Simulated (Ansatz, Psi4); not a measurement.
Worked example: the enthalpy of formation of CH3Cl (chloromethane)

The species is CH3Cl (5 atoms), meant as a singlet with charge 0. As SMILES, `CCl`. The shape is that of a PBE0-D4/def2-TZVP optimisation.

```xyz
5

C    -0.1209    0.0100    0.0513
Cl    1.4694   -0.2908   -0.6725
H    -0.2848   -0.7154    0.8447
H    -0.8800   -0.0971   -0.7201
H    -0.1338    1.0197    0.4551
```

Total energies at MP2/def2-TZVPP, 6 core orbitals frozen (Psi4 1.11); the atoms run unrestricted:

| species | state | energy (Eh) |
| --- | --- | --- |
| CH3Cl | singlet | -499.514015 |
| C | triplet | -37.758589 |
| Cl | doublet | -459.635304 |
| H | doublet | -0.499810 |

Harmonic wavenumbers at PBE0-D4/def2-TZVP, in cm⁻¹: 756, 1030, 1030, 1378, 1477, 1477, 3084, 3186, 3186.

Measured heats of formation of the gaseous atoms at 298.15 K, in kJ/mol: C 716.9, Cl 121.3, H 218.0. Spin-orbit lowering of the atoms at 298 K (mean of the ground term's levels less their thermal mean, from spectra), in kJ/mol: C 0.02, Cl 3.44. Take 1 Eh = 2625.50 kJ/mol, 1 cm⁻¹ = 0.0119627 kJ/mol, RT = 2.479 kJ/mol.

Problem. Work out the heat of formation of the gas at 298 K.

Solution. 
1. Electronic atomisation energy: (-37.758589) + (-459.635304) + 3 × (-0.499810) − (-499.514015) = 0.620692 Eh = 1629.6 kJ/mol.
2. Zero-point energy: half the sum of the wavenumbers, 8302 cm⁻¹ = 99.3 kJ/mol.
3. Thermal vibrational enthalpy, Σ hcν̃/(exp(hcν̃/kT) − 1): 0.5 kJ/mol. Translation, rotation and pV of a non-linear molecule: 4 RT = 9.9 kJ/mol.
4. The 5 free atoms carry 5/2 RT each: 31.0 kJ/mol.
5. Spin-orbit coupling lowers the free atoms by 0.02 + 3.44 = 3.5 kJ/mol.
6. Atomisation enthalpy at 298 K: 1629.6 − 3.5 − 99.3 − 0.5 − 9.9 + 31.0 = 1547.4 kJ/mol.
7. Sum of the atoms' heats of formation: 1492.2 kJ/mol. Heat of formation: 1492.2 − 1547.4 = -55.2 kJ/mol.

The tabulated value is -82.6 kJ/mol (Active Thermochemical Tables), so this level is off by +27.4 kJ/mol, or 1.7 % of the atomisation enthalpy that the table implies (1574.8 kJ/mol). Perturbation theory converges slowly with the basis for atomisation. Anharmonicity and any spin-orbit splitting of the molecule are left out, and so is core correlation.
